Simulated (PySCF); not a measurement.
CH₃, SMILES [CH3] (connectivity only; charge and spin as stated), charge +1, multiplicity 1. The structure is a stationary point at B3LYP-D3(BJ)/def2-TZVPD. The multiplicity is an assumed one; other spin states were not compared. The isomer is the one that the SMILES or the coordinates give; other isomers of the formula were not compared.

Calculation: B3LYP-D3(BJ)/def2-TZVPD (PySCF).

Harmonic wavenumbers (cm⁻¹): 1410, 1410, 1423, 3025, 3215, 3215. Rotational constants (GHz): 280.4, 280.4, 140.2; symmetry number 6.

### Question
Work out the zero-point energy and the ideal-gas rigid-rotor harmonic-oscillator thermochemistry at 298.15 K and 1 atm.

### Answer
ZPE = ½ Σ hcν = ½ × 13699 cm⁻¹ = 81.94 kJ/mol. H − E(el) = 91.91 kJ/mol. Entropy in J/(mol K): translation 142.55, rotation 43.85, vibration 0.21, total 186.61. G − E(el) = 36.27 kJ/mol. Cp = 34.52 J/(mol K).
